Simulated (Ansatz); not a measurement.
Basis-set series for C₄H₅F, SMILES `CCC#CF`. Charge 0, multiplicity 1. Geometry: relaxed with PBE0-D4/def2-TZVP.

```tsv
functional	basis	functions	energy (Eh)	HOMO (eV)	LUMO (eV)
PBE0-D4	def2-SVP	95	-254.70819	-7.53	1.64
PBE0-D4	def2-QZVPP	435	-255.01230	-7.59	0.52
ωB97M-V	def2-SVP	95	-254.88253	-9.78	3.40
ωB97M-V	def2-QZVPP	435	-255.19706	-9.87	1.62
```

**Question.** Give the rows for def2-TZVPP. (Estimate.)

**Answer.** Ansatz gave: 
| functional | basis | functions | energy (Eh) | HOMO (eV) | LUMO (eV) |
| --- | --- | --- | --- | --- | --- |
| PBE0-D4 | def2-TZVPP | 225 | -254.99863 | -7.57 | 1.08 |
| ωB97M-V | def2-TZVPP | 225 | -255.18433 | -9.85 | 2.54 |

Positive LUMOs are unbound and depend on the basis.
